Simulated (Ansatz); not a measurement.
MgS2 (the lowest singlet isomer of a short search), 3 atoms. Hardware: 4 threads of Intel Xeon Platinum 8259CL on a shared host.

Task: How many basis functions does each of these Ansatz runs have, and roughly what does it cost? B3LYP-D4/def2-TZVP, charge 0 singlet, energy, from earlier orbitals; PBE-D4/def2-TZVP, charge 0 quintet, energy, from earlier orbitals; r2SCANh-D4/def2-TZVP, charge 0 quintet, energy, from earlier orbitals; PBE0-D4/def2-TZVPD, charge 0 singlet, energy, from earlier orbitals; HF/STO-3G, charge 0 quintet, energy; LDA (SPW92)/def2-TZVP, charge 0 triplet, energy, from earlier orbitals; r2SCANh-D4/def2-TZVP, charge 0 singlet, energy, from earlier orbitals; PBE0-D4/def2-SVP, charge 0 unrestricted singlet, energy with a search over starts; HF/6-31G, charge 0 singlet, energy; PBE-D4/def2-TZVP, charge 0 triplet, relaxation, 5 steps; PBE-D4/def2-SVP, charge 0 singlet, energy, from earlier orbitals; PBE0-D4/def2-TZVPD, charge -1 doublet at the geometry of the charge 0 singlet, energy.

Result: Other jobs shared the machine, so times can vary by a factor of up to 3. A dash marks memory too small to be measured apart from the calling script's.

```csv
run,functions,fitting or Cholesky vectors,wall time,peak host memory (GiB)
"HF/6-31G, charge 0 singlet, energy",39,419,0.2 s,–
"HF/STO-3G, charge 0 quintet, energy",27,274,0.25 s,–
"LDA (SPW92)/def2-TZVP, charge 0 triplet, energy, from earlier orbitals",106,810,0.55 s,–
"PBE-D4/def2-SVP, charge 0 singlet, energy, from earlier orbitals",54,589,0.65 s,–
"B3LYP-D4/def2-TZVP, charge 0 singlet, energy, from earlier orbitals",106,830,0.8 s,–
"PBE-D4/def2-TZVP, charge 0 quintet, energy, from earlier orbitals",106,810,0.85 s,–
"PBE0-D4/def2-TZVPD, charge 0 singlet, energy, from earlier orbitals",127,938,0.95 s,–
"r2SCANh-D4/def2-TZVP, charge 0 singlet, energy, from earlier orbitals",106,810,1.4 s,–
"PBE0-D4/def2-TZVPD, charge -1 doublet at the geometry of the charge 0 singlet, energy",127,938,1.9 s,–
"PBE0-D4/def2-SVP, charge 0 unrestricted singlet, energy with a search over starts",54,464,4.2 s,–
"r2SCANh-D4/def2-TZVP, charge 0 quintet, energy, from earlier orbitals",106,810,4.6 s,–
"PBE-D4/def2-TZVP, charge 0 triplet, relaxation, 5 steps",106,810,5.5 s,–
```
